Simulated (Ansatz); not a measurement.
# H4MgOSi (SMILES [MgH][O][SiH3]): one structure at several levels

Aim: energy, forces and dipole at a structure displaced at random from a GFN2-xTB minimum, from CCSD(T) and from density functionals.

Method: single points in def2-TZVPP; program: Ansatz 0.2.0, Gaussian basis.

Cores are frozen in the correlated methods. The outer core shell of Li, Na, Mg and K is correlated. B3LYP uses VWN-RPA correlation.

**1. Starting geometry**

SMILES `[MgH][O][SiH3]`, 7 atoms, charge 0, spin multiplicity 1.

Atoms are counted from 1 here; the program's logs count them from 0.

Bond lengths: Mg1–O2 1.754 Å, Mg1–H4 1.505 Å, O2–Si3 1.549 Å, Si3–H5 1.417 Å, Si3–H6 1.475 Å, Si3–H7 1.438 Å. Angles: O2–Mg1–H4 165.1°, Mg1–O2–Si3 173.3°, O2–Si3–H5 116.1°, O2–Si3–H6 105.6°, O2–Si3–H7 108.9°, H5–Si3–H6 106.1°, H5–Si3–H7 112.1°, H6–Si3–H7 107.5°.

Geometry (Å):

```xyz
7
charge 0, multiplicity 1
Mg   -1.8875   -0.8998   -0.4524
O    -0.3109   -0.2679   -0.0135
Si    1.0906    0.3542    0.2061
H    -3.3138   -1.0658   -0.9021
H     1.6932    0.9505   -0.9292
H     0.8936    1.4419    1.1825
H     1.9444   -0.6268    0.8197
```

**2. CCSD(T)/def2-TZVPP**

The input, run/in.yaml:

```yaml
crystal:
  periodic: [false, false, false]
  atoms:
    - {symbol: Mg, position_ang: [-1.887500, -0.899800, -0.452400]}
    - {symbol: O, position_ang: [-0.310900, -0.267900, -0.013500]}
    - {symbol: Si, position_ang: [1.090600, 0.354200, 0.206100]}
    - {symbol: H, position_ang: [-3.313800, -1.065800, -0.902100]}
    - {symbol: H, position_ang: [1.693200, 0.950500, -0.929200]}
    - {symbol: H, position_ang: [0.893600, 1.441900, 1.182500]}
    - {symbol: H, position_ang: [1.944400, -0.626800, 0.819700]}
basis:
  gaussian: {orbitals: def2-TZVPP}
correlation: {method: ccsd_t}
output: {forces: true}
```

No record of the launch command was kept for these runs.

**3. PBE0-D4/def2-TZVPP**

run/in.yaml, as its differences from that of step 2:

```diff
@@ -12,3 +12,3 @@
   gaussian: {orbitals: def2-TZVPP}
-correlation: {method: ccsd_t}
-output: {forces: true}
+hamiltonian: {xc: pbe0, dispersion: d4}
+output: {forces: true, orbitals: {seedname: orbitals}}
```

**4. wB97M-V/def2-TZVPP**

run/in.yaml, as its differences from that of step 3:

```diff
@@ -12,3 +12,3 @@
   gaussian: {orbitals: def2-TZVPP}
-hamiltonian: {xc: pbe0, dispersion: d4}
-output: {forces: true, orbitals: {seedname: orbitals}}
+hamiltonian: {xc: {name: wB97M-V}}
+output: {forces: true}
```

**5. r2SCAN-D4/def2-TZVPP**

run/in.yaml, as its differences from that of step 4:

```diff
@@ -12,3 +12,3 @@
   gaussian: {orbitals: def2-TZVPP}
-hamiltonian: {xc: {name: wB97M-V}}
+hamiltonian: {xc: r2scan, dispersion: d4}
 output: {forces: true}
```

**6. PBE-D4/def2-TZVPP**

run/in.yaml, as its differences from that of step 5:

```diff
@@ -12,3 +12,3 @@
   gaussian: {orbitals: def2-TZVPP}
-hamiltonian: {xc: r2scan, dispersion: d4}
+hamiltonian: {xc: pbe, dispersion: d4}
 output: {forces: true}
```

**7. SPW92/def2-TZVPP**

run/in.yaml, as its differences from that of step 6:

```diff
@@ -12,3 +12,3 @@
   gaussian: {orbitals: def2-TZVPP}
-hamiltonian: {xc: pbe, dispersion: d4}
+hamiltonian: {xc: lda}
 output: {forces: true}
```

**8. B3LYP-D4/def2-TZVPP**

run/in.yaml, as its differences from that of step 7:

```diff
@@ -12,3 +12,3 @@
   gaussian: {orbitals: def2-TZVPP}
-hamiltonian: {xc: lda}
+hamiltonian: {xc: {name: B3LYP}, dispersion: d4}
 output: {forces: true}
```

(Steps that only read results are left out.)

Before running it: what results should come out? Wanted: energy less free atoms, CCSD(T)/def2-TZVPP; RMS force component; RMS force error; HOMO and LUMO, PBE0-D4; T1 diagnostic.

The runs gave:

```
                                  quantity                                                                                          value
energy less free atoms, CCSD(T)/def2-TZVPP                                                                                 -1958.5 kJ/mol
                       RMS force component                                                           0.992 to 1.080 eV/Å over the methods
                           RMS force error  PBE0-D4 0.094, wB97M-V 0.033, r2SCAN-D4 0.071, PBE-D4 0.119, SPW92 0.145, B3LYP-D4 0.018 eV/Å
                    HOMO and LUMO, PBE0-D4                                                                             -7.81 and -0.91 eV
                             T1 diagnostic                                                                                          0.010
```

In words: Against CCSD(T) the functionals' energies less atoms differ by -258.9 to +1.6 kJ/mol, PBE-D4 by -10.7 kJ/mol. A larger basis would deepen the CCSD(T) value, while the functionals are nearly converged already, so the order here is not reliable. On forces the order runs from B3LYP-D4 to SPW92. Frozen-core CCSD(T) forces in triple zeta carry basis errors of their own, and this is one geometry, so small gaps rank nothing.
